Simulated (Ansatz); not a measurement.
# CH₂Li (quartet): wave-function methods side by side, def2-QZVPP

An exercise on one series of results from a longer session: the logs are not shown, and one member is left open.

Program: Ansatz 0.2.0, Gaussian basis. Level of theory: def2-QZVPP, core rule «outside noble gas», up to 2 orbitals frozen. These are calculated values, not measurements.

Plan: UHF; ROHF; CCSD(T) on UHF.

2 further runs of the same task are left out: 2 set aside as unsound or not needed.

### The system

The geometry is a PBE0/def2-TZVP stationary point (not a proven minimum) of the parent state, kept for this charge and spin.

4 atoms, charge 0, spin multiplicity 4.

Atoms are counted from 1 here; the program's logs count them from 0.

Bond lengths: C1–Li2 1.909 Å, C1–H3 1.100 Å, C1–H4 1.100 Å. Angles: Li2–C1–H3 127.2°, Li2–C1–H4 127.2°, H3–C1–H4 105.6°.

Set-up of the first run:

Contents of in.yaml:

```yaml
crystal:
  periodic: [false, false, false]
  atoms:
    - {symbol: C, position_ang: [0.000000, 0.000000, 0.568010]}
    - {symbol: Li, position_ang: [0.000000, 0.000000, -1.341005]}
    - {symbol: H, position_ang: [0.000000, 0.876160, 1.233065]}
    - {symbol: H, position_ang: [0.000000, -0.876160, 1.233065]}
basis:
  gaussian: {orbitals: "def2-QZVPP.json"}
magnetization: {spin_polarized: true, initial_magnetization: 3}
hamiltonian: {xc: hf}
output: {orbitals: {seedname: orbitals}}
```

Command:

```sh
> ansatz run in.yaml --threads 1 --pin off --events-out ev --progress --plain --max-ram 2393MiB
```

Steps of the session up to this table: UHF; ROHF; CCSD(T) on UHF.

One of the session's tables, all rows but one given; the rest of the session is left out.

```
  method  from UCCSD(T) (meV)
    ROHF                    ?
     UHF              +4102.3
    UMP2               +614.4
   UCCSD               +114.3
UCCSD(T)                    0
```

Estimate the missing values for ROHF.

**Answer.** from UCCSD(T) (meV): +4215.5. In the column «from UCCSD(T) (meV)» it is the highest.
